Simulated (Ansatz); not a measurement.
Input for Ansatz (development build ahead of 0.2.0):

```yaml
crystal:
  periodic: [false, false, false]
  atoms:
    - { symbol: C, position_ang: [0.0, 0.0, -0.6996] }
    - { symbol: F, position_ang: [0.0, 0.0, 0.6996] }
basis:
  gaussian: { orbitals: cc-pVTZ }
magnetization:
  spin_polarized: true
  initial_magnetization: 1
hamiltonian:
  xc: hf
correlation:
  method: bccd_t
  frozen_orbitals: { C: 1, F: 1 }
```

The input is written out in the form of the current development build from the run's settings.

Output:

| Item | Value |
| --- | --- |
| Converged | yes |
| Reference energy (starting determinant) | -137.21000 hartree |
| Correlation energy | -0.38514 hartree |
| Total energy | -137.59514 hartree |
